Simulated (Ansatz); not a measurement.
`CCC(N)=O` + H₂ → `NC=O` + `CC` at 700 K and 1 bar (hydrogenolysis of a C–C bond).

Isolated molecules relaxed with PBE0-D4/def2-TZVP in Ansatz; ΔE leaves out vibrations. CCSD(T)/CBS adds triple-zeta CCSD(T) − MP2 to the extrapolated MP2 energy (def2 sets, frozen cores). This one scheme is used for every species. Each species was taken in one conformer, which may not be the lowest.

```tsv
species	CCSD(T)/CBS energy (Eh)	H − E (kJ/mol)	S (J/(mol·K))
`CCC(N)=O`	-248.26562	343.6	446.2
H₂	-1.17544	46.8	155.3
`NC=O`	-169.73435	160.3	314.7
`CC`	-79.71954	238.1	289.3
```

H − E and S are ideal-gas, rigid-rotor, harmonic terms from PBE0-D4/def2-TZVP, for one conformer and one mirror image of each species. For small species the MP2-based limit differs from directly extrapolated CCSD(T) by up to some mEh (0.8 for H₂); such offsets cancel only in part. 1 Eh = 2625.50 kJ/mol, R = 8.31446 J/(mol·K).

By hand: ΔE, ΔH, ΔS and ΔG.

ΔE = (-169.73435) + (-79.71954) − (-248.26562) − (-1.17544) = -0.01283 Eh = -33.7 kJ/mol. Δ(H − E) = 160.3 + 238.1 − 343.6 − 46.8 = 8.0, so ΔH = -25.7 kJ/mol. ΔS = 314.7 + 289.3 − 446.2 − 155.3 = 2.5 J/(mol·K). ΔG = -25.7 − 700 × (2.5)/1000 = -27.4 kJ/mol.

By hand: the equilibrium constant, and the temperature at which ΔG would vanish if ΔH and ΔS stayed fixed.

log₁₀ K = −ΔG/(RT ln 10) = 2.0. ΔH and −TΔS have one sign here, so there is no such temperature.

The number of gas molecules stays the same, so ΔS is small and ΔH decides. A doubt of 5 kJ/mol in ΔE shifts log₁₀ K by 0.4 here. Other conformers and mirror images would add mixing entropy, several J/(mol·K) or more a flexible species. Modes under 60 cm⁻¹, often nearly free rotors, make the harmonic entropy too high. These are equilibria of isolated gas molecules and say nothing of rates. Largest T1 diagnostic: 0.016 (customary marks: 0.02 for closed shells, 0.045 for open ones).

ΔS is within the doubt of such terms, so its sign, and with it that verdict, could turn.
